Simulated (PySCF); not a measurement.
Ligands exchanged one at a time, Si H-Cl. All species are isolated molecules in the gas phase. Strings in code marks are SMILES.

The dipole moment from two functionals at the same geometries (r2SCAN-D4/def2-TZVP), both in PySCF: PBE-D3(BJ)/def2-TZVP and r2SCAN-D4/def2-TZVP. 

| species | PBE-D3(BJ)/def2-TZVP (D) |
|---|---|
| 0 of 4 H replaced by Cl (`[SiH4]`) | 0.00 |
| 1 of 4 H replaced by Cl (`[SiH3]Cl`) | 1.17 |
| 2 of 4 H replaced by Cl (`Cl[SiH2]Cl`) | 1.05 |
| 3 of 4 H replaced by Cl | 0.70 |

Q: What does r2SCAN-D4/def2-TZVP give for each?

A: 
- 0 of 4 H replaced by Cl (`[SiH4]`): 0.00
- 1 of 4 H replaced by Cl (`[SiH3]Cl`): 1.22
- 2 of 4 H replaced by Cl (`Cl[SiH2]Cl`): 1.11
- 3 of 4 H replaced by Cl: 0.75
Over these rows, drawn at random from the members with no instability flagged (it was tested for open shells, ions and some series alone), PBE minus r2SCAN-D4: mean -0.04 D, from -0.06 D to 0.00 D.
